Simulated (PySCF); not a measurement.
# How well do the runs reproduce experiment for acetamide?

**What was measured.**

From NIST CCCBDB Release 22 (SRD 101), experimental polarizabilities, for the gas: mean polarisability 5.67 Å³.

The results are set against them at the end.

Species: acetamide, C2H5NO.
Numbering: `[CH3:1][C:2]([NH2:3])=[O:4]` (hydrogens: H5, H6, H7 on C1; H8, H9 on N3)

Cartesian coordinates in Å at the PBE0-D3(BJ)/def2-TZVP level; atoms count from 1:
```xyz
9
C2H5NO angstrom
C     -1.068    0.054    0.238
C      0.247    0.401   -0.416
N      1.308   -0.335    0.010
O      0.363    1.280   -1.241
H     -1.009    0.196    1.320
H     -1.330   -0.991    0.051
H     -1.843    0.697   -0.169
H      2.195   -0.192   -0.442
H      1.195   -1.128    0.614
```

Runs made with PySCF (gas phase, on this PBE0-D3(BJ)/def2-TZVP geometry; no spin–orbit coupling):

```tsv
level	job	basis functions	wall time
CAM-B3LYP/aug-cc-pVTZ	10 singlets by full TDDFT, 4 Tamm–Dancoff triplets, polarisability	299	33 s
PBE0/aug-cc-pVTZ	10 singlets by full TDDFT, 4 Tamm–Dancoff triplets, polarisability, dynamic polarisability	299	27 s
wB97X-D/aug-cc-pVTZ	10 singlets by full TDDFT, 4 Tamm–Dancoff triplets, polarisability, ΔSCF ions	299	93 s
```

Hardware: one thread, Arm Neoverse V1 (aarch64), on a shared host.

**Comparison with experiment**

**Mean polarisability.** Measured: 5.67 Å³ (NIST CCCBDB Release 22 (SRD 101), experimental polarizabilities).

```json
{"level": "CAM-B3LYP/aug-cc-pVTZ", "computed (Å³)": "5.76", "computed − measured (Å³)": "+0.09", "% (from the printed values)": "+2"}
{"level": "PBE0/aug-cc-pVTZ", "computed (Å³)": "5.80", "computed − measured (Å³)": "+0.13", "% (from the printed values)": "+2"}
{"level": "wB97X-D/aug-cc-pVTZ", "computed (Å³)": "5.77", "computed − measured (Å³)": "+0.10", "% (from the printed values)": "+2"}
```

Closest is CAM-B3LYP/aug-cc-pVTZ (+0.09 Å³), furthest PBE0/aug-cc-pVTZ (+0.13 Å³); one molecule doesn't rank methods. All 3 levels lie above the measurement. The computed values are static and purely electronic, with core orbitals frozen in the response (1 au = 0.148185 Å³). The table of measured values doesn't say here whether a value is static or optical, or holds a vibrational part. The measurement averages over conformers, the calculation has one.

No measured geometry was used, and the causes of the misses weren't examined.
